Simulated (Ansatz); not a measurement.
# fcc Al

These are PBEsol in Ansatz (plane waves, PAW) values and carry that method's errors.

Settings: plane-wave cutoff 500 eV, 20×20×1 k mesh (along the axes of the cell as run), Fermi–Dirac smearing 0.1 eV, scalar-relativistic PAW data made under PBE.

Cell: relaxed at this level.

- surface energy of the (100) face = 1.08 J/m²
- work function of the (100) face = 4.29 eV

The slab of 6 atoms is relaxed and unreconstructed.

The computed numbers hold no vibrational or temperature effects.

Ansatz is a first-principles code.
